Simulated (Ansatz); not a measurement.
CH₆NSi (`CN[SiH2]`) radical at its PBE0-D4/def2-TZVP geometry, where that method's forces vanish. The species carries charge 0 and has multiplicity 2.

```json
{"atom": "C1", "x (Å)": "1.037", "y (Å)": "-0.352", "z (Å)": "0.536"}
{"atom": "N2", "x (Å)": "-0.237", "y (Å)": "0.313", "z (Å)": "0.384"}
{"atom": "Si3", "x (Å)": "-1.386", "y (Å)": "-0.054", "z (Å)": "-0.845"}
{"atom": "H4", "x (Å)": "1.378", "y (Å)": "-0.711", "z (Å)": "-0.437"}
{"atom": "H5", "x (Å)": "0.998", "y (Å)": "-1.214", "z (Å)": "1.213"}
{"atom": "H6", "x (Å)": "1.795", "y (Å)": "0.342", "z (Å)": "0.911"}
{"atom": "H7", "x (Å)": "-0.581", "y (Å)": "0.729", "z (Å)": "1.236"}
{"atom": "H8", "x (Å)": "-0.636", "y (Å)": "-0.123", "z (Å)": "-2.137"}
{"atom": "H9", "x (Å)": "-2.369", "y (Å)": "1.070", "z (Å)": "-0.861"}
```

(1) For each bond, give half the difference of the two atoms' forces along it (eV/Å; positive pushes the atoms apart) under PBE-D4, r2SCAN-D4, B3LYP-D4, ωB97M-V in def2-TZVPP. (Estimate.)

Answers

(1) Computed: 
```csv
bond,length (Å),PBE-D4,r2SCAN-D4,B3LYP-D4,ωB97M-V
C1–N2,1.445,0.02,0.21,0.24,0.30
C1–H4,1.092,0.10,-0.05,-0.09,-0.09
C1–H5,1.097,0.10,-0.05,-0.07,-0.12
C1–H6,1.094,0.10,-0.05,-0.09,-0.12
N2–Si3,1.721,0.23,0.01,0.10,0.02
N2–H7,1.009,0.20,-0.02,-0.07,-0.10
Si3–H8,1.496,0.09,-0.02,-0.06,-0.10
Si3–H9,1.494,0.08,-0.03,-0.08,-0.11
```

B3LYP here is the variant with VWN-RPA as its local correlation; programs differ in this.
